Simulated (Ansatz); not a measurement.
This script makes a ladder of basis sets of CH6N (charge +1), SMILES C[NH3+] with the Ansatz DFT code, driven from Python.

Script `basis_ch6n.py`:
```python
"""Basis-set convergence for CH6N(+)."""

import ansatz as az


def main() -> None:
    geometry_ang = [
        ("C", (-0.21871, 0.28466, -0.64458)),
        ("N", (0.2218, -0.28835, 0.65287)),
        ("H", (-0.04382, -0.42954, -1.44624)),
        ("H", (-1.28046, 0.51931, -0.60694)),
        ("H", (0.33615, 1.19561, -0.85801)),
        ("H", (0.06299, 0.38364, 1.41594)),
        ("H", (1.22472, -0.5166, 0.62464)),
        ("H", (-0.30266, -1.14873, 0.86232)),
    ]
    mol = az.Crystal.molecule()
    for symbol, xyz in geometry_ang:
        mol = mol.atom(symbol, xyz)

    base = mol.calculation().functional("hf").charge(1)

    energies = {}
    for basis in ["STO-3G", "6-31G", "6-31G*", "def2-SVP", "def2-SVPD", "def2-TZVP", "def2-TZVPP"]:
        rep = base.basis(gaussian=basis).run(threads=1).report
        size = rep["n_frozen"] + rep["n_occupied"][0] + rep["n_virtual"][0]
        energies[basis] = (rep["reference_energy_ev"] / 27.211386246, rep["free_energy_ev"] / 27.211386246)
        print(f"{basis:14s} {size:4d} orbitals  reference {energies[basis][0]:14.6f} Ha  total {energies[basis][1]:14.6f} Ha")

    last = energies["def2-TZVPP"][1]
    for basis, (_, total) in energies.items():
        print(f"{basis:14s} lies {27.211386 * (total - last):9.4f} eV above def2-TZVPP")


if __name__ == "__main__":
    main()
```

How far does the total energy move along this ladder of basis sets?

Against STO-3G: 6-31G -1078.6 mHa, 6-31G* -1113.6 mHa, def2-SVP -1052.2 mHa, def2-SVPD -1056.4 mHa, def2-TZVP -1157.9 mHa and def2-TZVPP -1161.5 mHa. The last step alone is -3.54 mHa (these two sets differ little on atoms other than hydrogen).

The output:

```console
$ python basis_ch6n.py
STO-3G           16 orbitals  reference     -94.458060 Ha  total     -94.458060 Ha
6-31G            30 orbitals  reference     -95.536708 Ha  total     -95.536708 Ha
6-31G*           42 orbitals  reference     -95.571685 Ha  total     -95.571685 Ha
def2-SVP         58 orbitals  reference     -95.510282 Ha  total     -95.510282 Ha
def2-SVPD        88 orbitals  reference     -95.514472 Ha  total     -95.514472 Ha
def2-TZVP        98 orbitals  reference     -95.615994 Ha  total     -95.615994 Ha
def2-TZVPP      146 orbitals  reference     -95.619537 Ha  total     -95.619537 Ha
STO-3G         lies   31.6054 eV above def2-TZVPP
6-31G          lies    2.2539 eV above def2-TZVPP
6-31G*         lies    1.3021 eV above def2-TZVPP
def2-SVP       lies    2.9730 eV above def2-TZVPP
def2-SVPD      lies    2.8590 eV above def2-TZVPP
def2-TZVP      lies    0.0964 eV above def2-TZVPP
def2-TZVPP     lies    0.0000 eV above def2-TZVPP
```

The drop along the ladder measures the basis error, and is no property of the molecule. The geometry is a force-field or estimated start, not a minimum of this method, and the last set is no limit. Much of the fall in a total is atomic energy, which cancels in bond and reaction energies. Totals across families of basis sets mostly measure their core functions. The whole script took 2.9 s on 1 thread of Intel(R) Xeon(R) Processor @ 2.30GHz, with other jobs on the host, peak memory 0.28 GiB.
